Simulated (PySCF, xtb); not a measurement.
fluorine (F2), SMILES FF.

GFN2-xTB in xtb at its own geometry gives an orbital gap of 4.60 eV and a dipole moment of 0.00 D.

Geometry: B3LYP-D3(BJ)/def2-TZVPD.

Task: What does HF/def2-TZVPD (PySCF) give? (The exact figures need the calculation; the answer reports its results.)

Result: gap 19.87 eV (levels -18.08 and 1.79 eV), dipole 0.00 D.
